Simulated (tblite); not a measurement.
Species: C4H9O2 (doublet state).
Structure used (GFN2-xTB), in Å, numbered top down from 1:
```
atom  x, y, z in Å
C1     2.1301    0.4802    0.4697
O2     1.5992   -0.5890   -0.2519
C3     0.3168   -0.3551   -0.7043
C4    -0.6927   -0.3370    0.5358
C5    -2.0894   -0.0823   -0.0695
O6    -0.3196    0.5957    1.3945
H7     1.3520    0.7666    1.2302
H8     2.3076    1.3567   -0.1630
H9     3.0457    0.1452    0.9500
H10    0.2277    0.6161   -1.2066
H11    0.0433   -1.1733   -1.3700
H12   -0.6553   -1.3595    0.9679
H13   -2.1252    0.9039   -0.5245
H14   -2.3273   -0.8418   -0.8081
H15   -2.8172   -0.1183    0.7366
```

All values are computed: GFN2-xTB (tblite) harmonic vibrations without scaling, gas phase. Against measured fundamentals such values can be off by several per cent, at times by over 20. One conformer, not necessarily the lowest. Open shells enter through the occupations alone, without spin polarisation, and single modes of such species can be off by tens of per cent.

Harmonic wavenumbers (cm⁻¹): 99.6, 188.6, 213.9, 299.2, 352.8, 357.4, 424.7, 484.9, 535.2, 778.8, 921.5, 945.6, 986.8, 1019.0, 1036.3, 1064.6, 1113.9, 1154.2, 1199.0, 1244.2, 1254.5, 1275.0, 1340.5, 1356.4, 1373.9, 1402.4, 1424.5, 1438.8, 1465.3, 1483.6, 2536.4, 2742.3, 2903.5, 2923.5, 2998.4, 3039.8, 3040.7, 3045.6, 3049.8.

A = 7047, B = 2511, C = 2033 MHz; mass 89.060 u (most abundant isotopes); point group C1, symmetry number 1; spin multiplicity 2.

Problem. Zero-point energy?

Solution. ½Σν̃ = 27258 cm⁻¹ = 326.07 kJ/mol.

Problem. Entropy at 298.15 K, 1 bar (ideal gas, RRHO, classical rotation)?

Solution. Translation 164.84, rotation 111.27, vibration 61.79, spin (R ln 2) 5.76: S = 343.7 J/(mol K).

Problem. And Cp and H(298.15 K) − H(0)?

Solution. Cp = 114.22 J/(mol K), of which vibrations give 80.96 (their classical limit is 39 R = 324.3); H(298.15 K) − H(0) = 20.89 kJ/mol without the zero-point energy, 10.97 from vibrations.

Problem. Which modes carry the vibrational entropy at 298.15 K?

Solution. 99.6 cm⁻¹: 14.49; 188.6 cm⁻¹: 9.38; 213.9 cm⁻¹: 8.41; 299.2 cm⁻¹: 5.95; 352.8 cm⁻¹: 4.83; 357.4 cm⁻¹: 4.74 J/(mol K); the other 33 give 14.00 together.

Problem. Blend soft modes into free rotors: weight 1/[1 + (100 cm⁻¹/ν̃)⁴] for the oscillator and the rest for a rotor with moment μB/(μ + B), μ = h/(8π²ν), B = 10⁻⁴⁴ kg m². What vibrational entropy results?

Solution. 60.58 J/(mol K) in place of 61.79, which changes −T·S at 298.15 K by +0.36 kJ/mol.

Hindered rotation and anharmonicity are outside this model. Other conformers, if any are populated, would add a mixing term that is left out. The structure is chiral; the term R ln 2 for an equal mix with its mirror image is left out.

The run took 0.88 s on Intel Xeon at 2.50 GHz, one thread (shared host). This covers the Hessian and the dipole derivatives.
